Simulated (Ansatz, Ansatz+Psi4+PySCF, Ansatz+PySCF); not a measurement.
```json
{"atom": "C", "x (Å)": "-0.1789", "y (Å)": "1.4452", "z (Å)": "0.0000"}
{"atom": "H", "x (Å)": "0.3975", "y (Å)": "1.5365", "z (Å)": "0.9328"}
{"atom": "H", "x (Å)": "0.3975", "y (Å)": "1.5365", "z (Å)": "-0.9328"}
{"atom": "O", "x (Å)": "-1.3724", "y (Å)": "1.2613", "z (Å)": "0.0000"}
{"atom": "N", "x (Å)": "0.8054", "y (Å)": "-1.2796", "z (Å)": "0.0000"}
{"atom": "H", "x (Å)": "-0.1776", "y (Å)": "-1.5688", "z (Å)": "0.0000"}
{"atom": "H", "x (Å)": "1.3238", "y (Å)": "-2.1627", "z (Å)": "0.0000"}
```

Basis set: cc-pVTZ (spherical functions). Left uncorrelated: 3 orbitals. Correlation on ROHF uses semicanonical orbitals with singles. Charge 0, multiplicity 2.

Computed with Ansatz (development build ahead of 0.2.0); each method stands on the lowest determinant of its kind that the runs found.

Task: Give the atomization energy at this shape (free ground-state atoms in the same class of orbitals less the molecule, no zero-point energy) of doublet CH₄NO by ROHF-MP2, UHF-MP2.

Result:

```csv
method,atomization energy
ROHF-MP2,23.79 eV
UHF-MP2,23.77 eV
```
